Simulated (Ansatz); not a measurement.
# CH2BF: functionals against CCSD(T) at one geometry

The task here is to estimate one member of a computed series from the others.

The runs use Ansatz 0.2.0, Gaussian basis; single points in def2-TZVPP.

Correlated methods freeze the cores.

### Starting geometry

SMILES `C=BF`, 5 atoms, charge 0, spin multiplicity 1.

Atoms are counted from 1 here; the program's logs count them from 0.

Bond lengths: C1–B2 1.364 Å, C1–H4 1.070 Å, C1–H5 1.075 Å, B2–F3 1.282 Å. Angles: B2–C1–H4 124.9°, B2–C1–H5 124.5°, H4–C1–H5 110.3°, C1–B2–F3 176.6°.

As a file:

```mol
CH2BF
  3D, bonds by distance, orders not assigned

  5  4  0  0  0  0  0  0  0  0999 V2000
   -0.3507    0.3540   -0.2387 C   0  0
    0.5074   -0.5213    0.3587 B   0  0
    1.2545   -1.3752    0.9552 F   0  0
   -0.8125    1.1881    0.2474 H   0  0
   -0.5782    0.3627   -1.2898 H   0  0
  1  2  8  0
  1  4  8  0
  1  5  8  0
  2  3  8  0
M  END
```

Set-up of the first run:

run/in.yaml reads:

```yaml
crystal:
  periodic: [false, false, false]
  atoms:
    - {symbol: C, position_ang: [-0.350700, 0.354000, -0.238700]}
    - {symbol: B, position_ang: [0.507400, -0.521300, 0.358700]}
    - {symbol: F, position_ang: [1.254500, -1.375200, 0.955200]}
    - {symbol: H, position_ang: [-0.812500, 1.188100, 0.247400]}
    - {symbol: H, position_ang: [-0.578200, 0.362700, -1.289800]}
basis:
  gaussian: {orbitals: def2-TZVPP}
correlation: {method: ccsd_t}
output: {forces: true}
```

No record of the launch command was kept for these runs.

Steps of the session up to this table: CCSD(T)/def2-TZVPP; PBE0-D4/def2-TZVPP; wB97M-V/def2-TZVPP; r2SCAN-D4/def2-TZVPP; PBE-D4/def2-TZVPP; r2SCANh-D4/def2-TZVPP; B97M-V/def2-TZVPP.

One of the session's tables, all rows but one given; the rest of the session is left out.

```
    method  RMS force component (eV/Å)  angle to CCSD(T) forces (°)  dipole (D)
   CCSD(T)                       0.456                    reference        0.37
   PBE0-D4                           ?                            ?           ?
   wB97M-V                       0.299                         16.9        0.45
 r2SCAN-D4                       0.308                         15.2        0.39
    PBE-D4                       0.387                         28.2        0.38
r2SCANh-D4                       0.304                         19.3        0.39
    B97M-V                       0.287                         21.2        0.42
```

**Question.** Estimate the row for PBE0-D4.

**Answer.** RMS force component (eV/Å): 0.321; angle to CCSD(T) forces (°): 20.4; dipole (D): 0.36. In the column «RMS force component (eV/Å)» it lies between r2SCAN-D4 (0.308) and PBE-D4 (0.387).

To keep in mind: The reference is not at the basis limit: in triple zeta CCSD(T) underbinds, which counts against methods that bind more; the gaps are no ranking.
